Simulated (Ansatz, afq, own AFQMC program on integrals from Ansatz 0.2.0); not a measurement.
**BNH, quartet → BNH⁺, quintet, worked out**

```yaml
atoms:
  - { symbol: B, position_ang: [0.0000, -0.1852, 0.7730] }
  - { symbol: N, position_ang: [0.0000, 0.0874, -0.7050] }
  - { symbol: H, position_ang: [0.0000, 0.7718, 1.5065] }
```

Connectivity, by distances: BH–N.

Both states at this geometry.

Basis cc-pVDZ. Noble-gas cores (and the filled d shells of Ga–Kr and In–Xe) are frozen. Integrals, coupled cluster, full CI and functionals: Ansatz 0.2.0; the random walks run on the same integrals in our own AFQMC program. The CISD trial takes its coefficients from CCSD amplitudes. Released means that phaseless walkers are propagated on without the constraint, phases kept. Error bars are statistical, one sigma.

Total energies in eV. CBS is CCSD(T) at the limit of def2-TZVPP/QZVPP (extrapolated itself); the highest rung of each member is named.

Cautions: BNH (quartet): lower spins were not checked; BNH⁺ (quintet): another spin lies lower, the ph-AFQMC/HF walk drifts between its halves (2.2 errors); this isn't the first ionization.

| member | count | CCSD(T)/cc-pVDZ | highest rung in cc-pVDZ | which | CCSD(T)/CBS |
| --- | --- | --- | --- | --- | --- |
| BNH⁺, quintet | +1 | -2158.6695 | -2158.6991 | CCSDTQ | -2160.7255 |
| BNH, quartet | -1 | -2170.4738 | -2170.5046 | CCSDTQ | -2173.0400 |

Q: Work out the best estimate of the vertical ionization energy: the CCSD(T)/CBS difference plus the step from CCSD(T) to the highest rung.

A: Sums with the counts: CCSD(T)/CBS 12.3145 eV, highest rung 11.8055 eV, CCSD(T)/cc-pVDZ 11.8043 eV. The step is 11.8055 − 11.8043 = 0.0012 eV, so the best estimate is 12.3145 + (0.0012) = 12.3157 eV = 284.0 kcal/mol. The basis set is worth 0.510 eV of it. Zero-point, core-correlation and spin–orbit terms aren't in it.

Best estimates are given only where the step beyond CCSD(T) is under 0.3 eV and no member's determinant is very poor (T1 over 0.05, or 0.07 for open shells, ⟨S²⟩ too high by 0.3, two states mixed), so the hardest cases are missing from such tables.

CCSDT and higher add their correlation energy to the determinant of the CCSD(T) run, since their own runs factorise the integrals more tightly (a shift of under 2 meV). Each member of a difference takes its own highest rung, so a best estimate needn't equal the limit plus the step of one row.
